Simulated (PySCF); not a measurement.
**TDDFT excited states: C6H10**

Species: C₆H₁₀.
Numbering: `[CH3:1][CH2:2][C:3]1=[CH:4][CH2:5][CH2:6]1` (hydrogens: H7, H8, H9 on C1; H10, H11 on C2; H12 on C4; H13, H14 on C5; H15, H16 on C6)

Structure used (GFN2-xTB), in Å, numbered top down from 1:
```xyz
16
C6H10 angstrom
C      2.2501   -0.4707   -0.0416
C      1.2260    0.5810    0.3686
C     -0.1671    0.1619    0.0653
C     -0.7589   -0.9202   -0.4394
C     -2.1482   -0.3540   -0.3272
C     -1.4658    0.9074    0.2602
H      2.0663   -1.4030    0.4866
H      3.2581   -0.1337    0.1892
H      2.1849   -0.6634   -1.1098
H      1.4327    1.5245   -0.1477
H      1.3078    0.7823    1.4423
H     -0.4121   -1.8701   -0.8034
H     -2.6665   -0.1951   -1.2722
H     -2.8112   -0.8771    0.3611
H     -1.7252    1.1288    1.2945
H     -1.5784    1.8106   -0.3379
```

Theory: TDDFT CAM-B3LYP/def2-SVPD, vertical, gas phase, core orbitals frozen in the response (PySCF 2.14.0, density-fitted response routines).

| state | E (eV) | λ (nm) | ν̃ (cm⁻¹) | f | \|μ\| (D) | main configurations (H = HOMO, L = LUMO) |
| --- | --- | --- | --- | --- | --- | --- |
| S1 | 6.68 | 185.6 | 53870 | 0.0007 | 0.16 | H→L (88%) |
| S2 | 7.14 | 173.7 | 57560 | 0.279 | 3.21 | H→L+1 (90%) |
| S3 | 7.31 | 169.7 | 58940 | 0.0020 | 0.27 | H→L+3 (92%) |
| S4 | 7.39 | 167.9 | 59580 | 0.019 | 0.82 | H→L+2 (82%) |
| S5 | 7.69 | 161.3 | 62000 | 0.0004 | 0.11 | H-1→L+1 (84%) |
| S6 | 8.29 | 149.5 | 66890 | 0.0017 | 0.23 | H-2→L+1 (67%), H→L+6 (12%) |
| S7 | 8.33 | 148.9 | 67170 | 0.0003 | 0.09 | H→L+6 (40%), H→L+4 (33%), H-2→L+1 (14%) |
| S8 | 8.41 | 147.5 | 67810 | 0.034 | 1.03 | H→L+5 (55%), H→L+6 (21%), H→L+4 (9%) |

Triplets, Tamm–Dancoff:

```csv
state,E (eV),λ (nm),"main configurations (H = HOMO, L = LUMO)"
T1,4.40,281.6,H→L+1 (84%)
T2,6.56,188.9,H→L (85%)
T3,7.22,171.7,"H→L+3 (55%), H-1→L+1 (24%), H→L+2 (9%)"
```

The lowest singlet comes at 186 nm (644 kJ/mol) in the vacuum ultraviolet; it is very weak; its leading configuration is HOMO→LUMO (88%). The most intense listed level is S2 at 7.14 eV (174 nm, f = 0.279), 0.46 eV above S1. Löwdin shares by element: HOMO carbon 79% or more (atoms not listed hold the other 21%); LUMO carbon 47% or more (atoms not listed hold the other 53%). The oscillator strengths of these states sum to 0.337; summed over the whole spectrum of an exact calculation they would give the number of electrons, 46 (Thomas–Reiche–Kuhn). Of the 8 states listed, 3 reach f = 0.01 and 2 stay under 0.0005. Orbital energies (eV): HOMO-3 -11.21, HOMO-2 -10.54, HOMO-1 -9.97, HOMO -8.12, LUMO 1.45, LUMO+1 1.89, LUMO+2 1.91. Singlets were solved by full linear response, triplets in the Tamm–Dancoff approximation.

Hardware: an Arm Neoverse N1 with one thread, no GPU, shared host. Cost: 63 s wall.

One conformer stands for the species.
